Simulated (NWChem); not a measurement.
hydrogen isocyanide (CHN); SMILES [C-]#[NH+]

```xyz
3

C      0.0000     0.0000     0.7364
N      0.0000     0.0000    -0.4270
H      0.0000     0.0000    -1.4242
```
Atoms are numbered in this order, from 1.

Program: NWChem. Pople sets run with spherical d functions. All runs use the structure optimised with PBE0-D3(BJ)/def2-TZVP. GIAO values for the isolated, static molecule; σ is the absolute isotropic shielding.

For level PBE/6-311G**:

```
Property    Result
----------  ------
σ C1 (ppm)    14.4
σ N2 (ppm)   101.6
```

### Question
What are these values for level PBE/def2-TZVP?

### Answer
| Item | Result |
|---|---|
| σ C1 (ppm) | 15.7 |
| σ N2 (ppm) | 99.6 |
